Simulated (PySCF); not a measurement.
A side-by-side comparison of computed properties.

First species: silylphosphane, H5PSi.
Z-matrix (Å and degrees, GFN2-xTB geometry), rows numbered from 1:
```
Si
P   1  2.2355
H   1  1.4620  2  106.92
H   1  1.4653  2  113.30  3   120.66
H   1  1.4619  2  106.61  3  -118.78
H   2  1.3828  1   95.76  3   -74.17
H   2  1.3830  1   95.62  3  -167.23
```

Second species: CHO (charge +1).
Numbering: `[CH:1]#[O+:2]` (hydrogens: H3 on C1)

Levels: wB97X-D/def2-SVPD for HOMO energy, LUMO energy, HOMO–LUMO gap, static isotropic polarisability and electronic spatial extent ⟨r²⟩ about the centre of nuclear charge; TDDFT wB97X-D/def2-SVPD for lowest singlet excitation; TDA wB97X-D/def2-SVPD for lowest triplet excitation (Tamm–Dancoff); GFN2-xTB for smallest rotational constant. Geometries: GFN2-xTB. All species are isolated and taken at one optimised geometry, non-relativistic unless stated; the electronic structure was computed with PySCF and density fitting.

Problem. Which has the higher smallest rotational constant?

Solution. The second: 45.796 GHz against 5.648 GHz, a difference of 40.148 GHz.

Problem. Which has the higher HOMO–LUMO gap?

Solution. The second: 17.06 eV against 11.13 eV, a difference of 5.93 eV.

Problem. Which has the higher LUMO energy?

Solution. The first: 1.81 eV against -8.03 eV, a difference of 9.84 eV.

Problem. Which of the two has the higher S1 energy, and by how much?

Solution. The second: 9.84 eV against 6.72 eV, a difference of 3.12 eV.

Problem. Which has the higher T1 energy?

Solution. The second: 8.14 eV against 5.95 eV, a difference of 2.19 eV.

Problem. Which of the two has the higher static isotropic polarisability, and by how much?

Solution. The first: 56.3 au against 9.4 au, a difference of 46.9 au.

Problem. Which has the higher ⟨r²⟩?

Solution. The first: 269 bohr² against 40 bohr², a difference of 229 bohr².

Problem. Which has the higher HOMO energy?

Solution. The first: -9.32 eV against -25.09 eV, a difference of 15.77 eV.

On the first: No computed singlet falls in the visible range (750 to 380 nm, 1.65 to 3.26 eV); S1 lies 3.46 eV above its blue end. The polarisability is 8.34 Å³ as a volume (1 au = 0.148185 Å³), or 1.66 au for each of the 34 electrons.

On the second: No computed singlet falls in the visible range (750 to 380 nm, 1.65 to 3.26 eV); S1 lies 6.58 eV above its blue end. The polarisability is 1.40 Å³ as a volume (1 au = 0.148185 Å³), or 0.67 au for each of the 14 electrons.
